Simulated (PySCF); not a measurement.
Compound: C3H4FN.
Geometry (PBE0-D3(BJ)/def2-SVP, Å), atoms numbered from 1 in this order:
```xyz
9
C3H4FN angstrom
C     -0.9179   -0.2147    0.3839
C      0.2430    0.4854   -0.2883
F      0.6209    1.5813    0.4436
C      1.4024   -0.4089   -0.4480
N      2.2993   -1.1280   -0.5697
H     -1.7568    0.4881    0.4810
H     -0.6243   -0.5618    1.3842
H     -1.2435   -1.0798   -0.2108
H     -0.0445    0.8353   -1.2960
```

All values: CAM-B3LYP/def2-SVPD (PySCF, non-relativistic), on one gas-phase PBE0-D3(BJ)/def2-SVP geometry that isn't relaxed in the solvent. The solvent is an IEF-PCM continuum (van der Waals radii × 1.2), and excitations are vertical TDDFT with non-equilibrium linear response and a frozen core. Specific hydrogen bonds and non-electrostatic terms are outside this model.

Gas-phase singlets (H = HOMO, L = LUMO):

```
state  E (eV)  λ (nm)      f    leading configurations
   S1   7.254     171  0.000        H→L 51%, H→L+1 32%
   S2   7.881     157  0.002      H-1→L 32%, H→L+2 19%
   S3   8.138     152  0.000  H-1→L+2 44%, H-1→L+1 23%
   S4   8.720     142  0.011    H-2→L 61%, H-2→L+1 31%
   S5   9.087     136  0.029        H→L 34%, H→L+1 20%
```

Q: Give the list for chloroform (ε = 4.711), n² = 2.09.

A: 
```
state  E (eV)  λ (nm)      f    leading configurations  change by rank (eV)
   S1   7.283     170  0.001         H→L 73%, H→L+1 8%               +0.029
   S2   7.938     156  0.003      H-1→L 44%, H→L+1 18%               +0.057
   S3   8.218     151  0.001  H-1→L+2 41%, H-1→L+1 37%               +0.080
   S4   8.786     141  0.014                 H-2→L 75%               +0.066
   S5   9.089     136  0.019        H-3→L 53%, H→L 16%               +0.002
```

Q: What are the lowest 5 singlets in acetonitrile (ε = 35.69)?

A: 
| state | E (eV) | λ (nm) | f | leading configurations | change by rank (eV) |
| --- | --- | --- | --- | --- | --- |
| S1 | 7.291 | 170 | 0.001 | H→L 74% | +0.037 |
| S2 | 7.961 | 156 | 0.003 | H-1→L 43%, H→L+1 20% | +0.080 |
| S3 | 8.248 | 150 | 0.001 | H-1→L+1 41%, H-1→L+2 34% | +0.110 |
| S4 | 8.799 | 141 | 0.012 | H-2→L 70% | +0.079 |
| S5 | 9.067 | 137 | 0.013 | H-3→L 60%, H→L 14% | -0.020 |

Q: How do the frontier levels move from gas to acetonitrile?

A: 
```
orbital  gas (eV)  solvent (eV)  change (eV)
 LUMO+2      1.71          1.77        +0.06
 LUMO+1      1.01          1.32        +0.31
   LUMO      0.72          0.80        +0.08
   HOMO    -11.26        -11.21        +0.05
 HOMO-1    -11.69        -11.80        -0.11
 HOMO-2    -12.14        -12.10        +0.04
 HOMO-3    -12.63        -12.48        +0.15
```

The HOMO–LUMO gap goes from 11.98 to 12.01 eV. Rows go by rank; for HOMO-2, LUMO and LUMO+1 the atom shares or the degeneracy differ between the runs, so the row needn't follow one orbital.
